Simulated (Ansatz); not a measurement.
Ansatz (a first-principles code) job for C2H5O, SMILES CC[O] (connectivity only; charge and spin as stated), charge -1, multiplicity 1, PBE-D3(BJ)/def2-SVPD. 

Ansatz 0.2 input:
```yaml
crystal:
  periodic: [false, false, false]
  atoms:
    - {symbol: C, position_ang: [-0.20565541, -1.17912697, 0.00000000]}
    - {symbol: C, position_ang: [0.48577680, 0.21229458, 0.00000000]}
    - {symbol: O, position_ang: [-0.36266859, 1.24765689, -0.00000000]}
    - {symbol: H, position_ang: [0.52693743, -2.01279473, -0.00000001]}
    - {symbol: H, position_ang: [-0.85033143, -1.27023088, -0.89128989]}
    - {symbol: H, position_ang: [-0.85033143, -1.27023089, 0.89128988]}
    - {symbol: H, position_ang: [1.19717290, 0.18649785, 0.89012113]}
    - {symbol: H, position_ang: [1.19717290, 0.18649784, -0.89012113]}
basis:
  gaussian:
    orbitals: def2-SVPD
hamiltonian:
  xc: pbe
  dispersion: d3bj
total_charge: -1
relax: {f_tol: 0.002, max_steps: 200}
```

Program output:

```
WARN ansatz: RAYON_NUM_THREADS=1 ignored (pool sized by the plan → 1); use --threads N
Functional definition: PBE
integrals: 0.03 GiB planned
843 factors; their error is unknown
mean field: 0.25 GiB planned
mean field evaluation 1: about -4191.4055 eV, gradient 3.4e1 eV
mean field evaluation 2: about -4149.5919 eV, gradient 1.3e2 eV
mean field evaluation 4: about -4194.2248 eV, gradient 6.2e0 eV
mean field evaluation 8: about -4194.3058 eV, gradient 6.9e-2 eV
mean field evaluation 16: about -4194.2617 eV, gradient 7.3e-6 eV
mean field -4194.26169919 eV, -154.1362744724 hartree, gradient 7.3e-6 eV, S^2 0.000000; 0 other end points of the search recorded, 0 dependent functions left out
the calculation of the forces begins
reference -4194.26173879 eV, -154.1362759276 hartree; 13, 13 occupied and 90, 90 virtual orbitals, 843 factors
relax step   1: F+E_penalty+E_count = -4194.36349298 eV  Δ(F+E_penalty+E_count) = +0.000e0 eV  max|allowed force component| = 3.964e-1 eV/Å  Δτ_max = 0.0000 Å  (30 SCF iters, accepted)
these checks for a lower state are left out or cut short: starts, cluster_reference, orbital_swaps, neighbouring_geometries, increment
integrals: 0.03 GiB planned
843 factors; their error is unknown
mean field: 0.25 GiB planned
mean field -4194.27051907 eV, -154.1365985970 hartree, gradient 5.9e-6 eV, S^2 0.000000; 0 other end points of the search recorded, 0 dependent functions left out
the calculation of the forces begins
reference -4194.27055879 eV, -154.1366000568 hartree; 13, 13 occupied and 90, 90 virtual orbitals, 843 factors
relax step   2: F+E_penalty+E_count = -4194.37218095 eV  Δ(F+E_penalty+E_count) = -8.688e-3 eV  max|allowed force component| = 2.372e-1 eV/Å  Δτ_max = 0.0081 Å  (33 SCF iters, accepted)
these checks for a lower state are left out or cut short: starts, cluster_reference, orbital_swaps, neighbouring_geometries, increment
integrals: 0.03 GiB planned
843 factors; their error is unknown
mean field: 0.25 GiB planned
mean field evaluation 32: about -4194.2725 eV, gradient 5.9e-6 eV
mean field -4194.27252341 eV, -154.1366722553 hartree, gradient 5.9e-6 eV, S^2 0.000000; 0 other end points of the search recorded, 0 dependent functions left out
the calculation of the forces begins
reference -4194.27256326 eV, -154.1366737199 hartree; 13, 13 occupied and 90, 90 virtual orbitals, 843 factors
relax step   3: F+E_penalty+E_count = -4194.37408592 eV  Δ(F+E_penalty+E_count) = -1.905e-3 eV  max|allowed force component| = 1.079e-1 eV/Å  Δτ_max = 0.0062 Å  (33 SCF iters, accepted)
these checks for a lower state are left out or cut short: starts, cluster_reference, orbital_swaps, neighbouring_geometries, increment
integrals: 0.03 GiB planned
843 factors; their error is unknown
mean field: 0.25 GiB planned
mean field -4194.27248596 eV, -154.1366708789 hartree, gradient 5.9e-6 eV, S^2 0.000000; 0 other end points of the search recorded, 0 dependent functions left out
the calculation of the forces begins
reference -4194.27252590 eV, -154.1366723466 hartree; 13, 13 occupied and 90, 90 virtual orbitals, 843 factors
relax step   4: F+E_penalty+E_count = -4194.37407952 eV  Δ(F+E_penalty+E_count) = +6.398e-6 eV  max|allowed force component| = 7.924e-2 eV/Å  Δτ_max = 0.0057 Å  (33 SCF iters, rejected (line search))
these checks for a lower state are left out or cut short: starts, cluster_reference, orbital_swaps, neighbouring_geometries, increment
integrals: 0.03 GiB planned
843 factors; their error is unknown
mean field: 0.25 GiB planned
mean field -4194.27275584 eV, -154.1366807971 hartree, gradient 5.9e-6 eV, S^2 0.000000; 0 other end points of the search recorded, 0 dependent functions left out
the calculation of the forces begins
reference -4194.27279578 eV, -154.1366822646 hartree; 13, 13 occupied and 90, 90 virtual orbitals, 843 factors
relax step   5: F+E_penalty+E_count = -4194.37434215 eV  Δ(F+E_penalty+E_count) = -2.562e-4 eV  max|allowed force component| = 8.057e-3 eV/Å  Δτ_max = 0.0025 Å  (33 SCF iters, accepted)
these checks for a lower state are left out or cut short: starts, cluster_reference, orbital_swaps, neighbouring_geometries, increment
integrals: 0.03 GiB planned
843 factors; their error is unknown
mean field: 0.25 GiB planned
mean field -4194.27277475 eV, -154.1366814918 hartree, gradient 1.3e-5 eV, S^2 0.000000; 0 other end points of the search recorded, 0 dependent functions left out
the calculation of the forces begins
reference -4194.27281467 eV, -154.1366829590 hartree; 13, 13 occupied and 90, 90 virtual orbitals, 843 factors
relax step   6: F+E_penalty+E_count = -4194.37434991 eV  Δ(F+E_penalty+E_count) = -7.760e-6 eV  max|allowed force component| = 2.651e-3 eV/Å  Δτ_max = 0.0014 Å  (23 SCF iters, accepted)
these checks for a lower state are left out or cut short: starts, cluster_reference, orbital_swaps, neighbouring_geometries, increment
integrals: 0.03 GiB planned
843 factors; their error is unknown
mean field: 0.25 GiB planned
mean field -4194.27277500 eV, -154.1366815012 hartree, gradient 8.5e-5 eV, S^2 0.000000; 0 other end points of the search recorded, 0 dependent functions left out
the calculation of the forces begins
reference -4194.27281493 eV, -154.1366829684 hartree; 13, 13 occupied and 90, 90 virtual orbitals, 843 factors
relax step   7: F+E_penalty+E_count = -4194.37435064 eV  Δ(F+E_penalty+E_count) = -7.271e-7 eV  max|allowed force component| = 1.796e-3 eV/Å  Δτ_max = 0.0005 Å  (20 SCF iters, accepted)
integrals: 0.03 GiB planned
843 factors; their error is unknown
mean field: 0.25 GiB planned
mean field evaluation 64: about -4194.2728 eV, gradient 8.5e-5 eV
mean field -4194.27277500 eV, -154.1366815012 hartree, gradient 8.5e-5 eV, S^2 0.000000; 1 other end points of the search recorded, 0 dependent functions left out
the calculation of the forces begins
reference -4194.27281493 eV, -154.1366829684 hartree; 13, 13 occupied and 90, 90 virtual orbitals, 843 factors
Total energy: -4194.37439057 eV, -154.1404158043 hartree
Atom 0 at    -0.208798    -1.178583    -0.000000 Å, force     0.000062    -0.000346    -0.000000 eV/Å
Atom 1 at     0.478314     0.223269    -0.000000 Å, force    -0.001796    -0.000992     0.000000 eV/Å
Atom 2 at    -0.362970     1.259084     0.000000 Å, force     0.000212     0.000279    -0.000000 eV/Å
Atom 3 at     0.537949    -2.011324    -0.000000 Å, force     0.000128    -0.000222    -0.000000 eV/Å
Atom 4 at    -0.858297    -1.277592    -0.896853 Å, force     0.000233     0.000439     0.000164 eV/Å
Atom 5 at    -0.858297    -1.277592     0.896853 Å, force     0.000233     0.000439    -0.000164 eV/Å
Atom 6 at     1.205086     0.181651     0.899216 Å, force     0.000464     0.000202     0.000191 eV/Å
Atom 7 at     1.205086     0.181651    -0.899216 Å, force     0.000464     0.000202    -0.000191 eV/Å
Dipole moment:     0.165940    -0.729276    -0.000000 e Å
```

Self-consistency was reached.
